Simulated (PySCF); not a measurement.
Species: C₃H₄F₂S.
Atom-mapped SMILES: `[CH2:1]=[C:2]([F:3])[S:4][CH2:5][F:6]` (hydrogens: H7, H8 on C1; H9, H10 on C5)

Structure used (GFN2-xTB), in Å, numbered top down from 1:
```
atom  x, y, z in Å
C1    -1.5001   -0.2727   -0.1476
C2    -0.9055    0.8435   -0.5263
F3    -1.6011    1.9785   -0.6888
S4     0.8066    1.1109   -0.8913
C5     1.5686   -0.2783   -0.0054
F6     1.3994   -1.4645   -0.6484
H7    -0.9721   -1.2004   -0.0519
H8    -2.5560   -0.2739    0.0552
H9     1.1291   -0.3691    0.9912
H10    2.6401   -0.0694    0.0380
```

The closed-shell SCF was solved with PySCF and density fitting under several settings on one GFN2-xTB geometry (grid level 2 and gas phase unless stated).

| settings | basis functions | SCF cycles | E (Eh) | HOMO (eV) | LUMO (eV) | dipole (D) |
| --- | --- | --- | --- | --- | --- | --- |
| X3LYP/6-31G*, fitting basis def2-qzvpp-jkfit | 96 | 10 | -714.3762 | -6.55 | 0.22 | 1.85 |
| PBE0/Sadlej pVTZ, start guess sap | 188 | 16 | -714.1895 | -7.05 | -0.37 | 1.86 |

Q: Estimate the row for these settings: BP86/def2-SVPD, energy threshold 1e-08 Eh.

A: 
```csv
settings,basis functions,SCF cycles,E (Eh),HOMO (eV),LUMO (eV),dipole (D)
"BP86/def2-SVPD, energy threshold 1e-08 Eh",165,10,-714.2619,-6.04,-1.32,1.79
```

Q: Over all rows, what range does the HOMO–LUMO gap span?

A: From 4.72 eV (BP86/def2-SVPD, energy threshold 1e-08 Eh) to 6.77 eV (X3LYP/6-31G*, fitting basis def2-qzvpp-jkfit). The functional of the narrowest has no exact exchange, that of the widest 22 % exact exchange.

Whole jobs, the steps after the SCF included, on one thread, Arm Neoverse V2 (aarch64), shared host:

```tsv
settings	work after the SCF	wall time	peak memory
X3LYP/6-31G*, fitting basis def2-qzvpp-jkfit	spin–spin couplings from 9 perturbed nuclei, spin–dipole term for 2 of them	9.2 s	0.49 GiB
PBE0/Sadlej pVTZ, start guess sap	shieldings, charges and field gradients	25 s	0.88 GiB
BP86/def2-SVPD, energy threshold 1e-08 Eh	1 singlet by full TDDFT, 2 Tamm–Dancoff triplets, polarisability	15 s	0.48 GiB
```

All basis functions are spherical, in the Pople sets too.

One conformer stands for the species.
